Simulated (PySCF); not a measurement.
# CF⁻ from Hartree–Fock to correlated methods

State: ³Σ⁻ (triplet), unpaired electrons π ↑↑. Set-up: C def2-TZVPPD, F def2-TZVPPD; no relativity (PySCF 2.14). De refers to C + F⁻ in their high-spin ground configurations, without counterpoise correction. The functionals are run spin-unrestricted. A positive dipole points towards F; it is taken about the centre of mass and depends on that origin.

| Level | Re (Å) | ωe (cm⁻¹) | De (eV) | μ (D) |
| --- | --- | --- | --- | --- |
| UHF | 1.437 | 813 | n/a | 3.03 |
| UHF-MP2 | 1.454 | 793 | 2.51 | n/a |
| UHF-SCS-MP2 | 1.459 | 778 | 2.37 | n/a |
| UHF-CCSD | 1.449 | 804 | n/a | n/a |
| UHF-CCSD(T) | 1.458 | 777 | 2.53 | n/a |
| PBE | 1.459 | 764 | 3.06 | 3.34 |
| PBEsol | 1.439 | 808 | 3.35 | 3.49 |
| r²SCAN | 1.453 | 783 | 3.04 | 3.34 |
| TPSSh | 1.459 | 778 | 2.93 | 3.25 |
| r²SCANh | 1.445 | 803 | n/a | 3.34 |
| PBE0 | 1.434 | 824 | 2.99 | 3.35 |
| r²SCAN0 | 1.434 | 830 | n/a | 3.32 |
| B97-3 | 1.443 | 796 | 2.77 | 3.31 |
| LC-ωPBE | 1.433 | 851 | 2.89 | 3.35 |

The bond length runs from 1.433 Å (LC-ωPBE) to 1.459 Å (PBE). De spans 2.37 eV (UHF-SCS-MP2, perturbation theory) to 3.35 eV (PBEsol, GGA).

Correlated steps freeze 2 core orbitals. For an ion De counts to the pair picked by the measured ionisation energies or electron affinities, which need not be the lowest pair at this level. The highest Kohn–Sham level is positive in this anion. Much of that is self-interaction error, but it also means that the finite basis helps to hold the extra electron. The state was picked by a PBE0 search and need not be the measured ground state.

The whole job (state search and all levels along the bond) took about 4 min on 1 thread of AMD EPYC 9R45 96-Core (shared host), peak memory 2 GiB.
